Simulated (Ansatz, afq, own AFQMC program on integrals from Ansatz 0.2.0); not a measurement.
## SiGeH$_{3}$, doublet in cc-pVDZ, levels against AFQMC with the constraint released

```xyz
5

Si   -0.0062    0.0000    1.8467
Ge   -0.0013    0.0000   -0.8133
H     1.4614    0.0000    2.1502
H    -0.5955    1.2043    2.5005
H    -0.5956   -1.2043    2.5005
```

Connectivity, by distances: SiH3–Ge.

Basis cc-pVDZ. Only valence electrons are correlated. AFQMC by an in-house program on the Cholesky factors that Ansatz 0.2.0 writes for its CCSD(T) run. ph-AFQMC/CISD is guided by a CISD state made of CCSD amplitudes; releasing the constraint for a short imaginary time cuts its bias at the price of noise, slowly where states lie close. ± is one standard error of the sampling. No spin–orbit coupling.

Determinant: ROHF, the one that the program's search chose, which needn't be the lowest solution. The geometry is a point of a scan.

No full CI on the walks' own integrals is used here. The released AFQMC energy serves as the reference, which it does only where one determinant dominates, the energy is flat over the last release times and near the phaseless one (40 meV or 2 meV an electron, half that with transition metals). On small molecules, where full CI could be run and the noise was under 10 meV, such values lay within 10 meV of it in 19 cases of 20, a flattering rate, since the rule was set on those same cases; what remains of the bias isn't in the error bar.

Cautions: no relativity below Rb; no spin-orbit coupling; inner d shell frozen; the released value is read at 2.40 1/Eh with a noise of 13 meV, more than in the cases checked (meV from the phaseless value at times in 1/Eh: -6 ± 10 at 0.24, -15 ± 9 at 0.51, -28 ± 13 at 0.99, -41 ± 13 at 1.62, -19 ± 13 at 2.40).

* T1 diagnostic: 0.0178
* weight of the determinant in the CISD state: 0.864
* size of the correlated space: 11 electrons in 41 orbitals

Reference: AFQMC with the constraint released, correlation energy -5.755 ± 0.013 eV.

```csv
level,E − E(reference) (kJ/mol),share of correlation (%)
HF,555.3 ± 1.2,0.00
MP2,129.0 ± 1.2,76.77
CCSD,17.3 ± 1.2,96.89
CCSD(T),3.2 ± 1.2,99.42
ph-AFQMC/CISD,1.9 ± 1.6,99.66
```

A walk keeps the symmetry of its determinant, which the program's search chose and which needn't be the lowest solution, so a lower state of the same spin and another symmetry isn't excluded. Released energies are given only where the last usable release times agree within the noise; a slower fall can still hide under it.
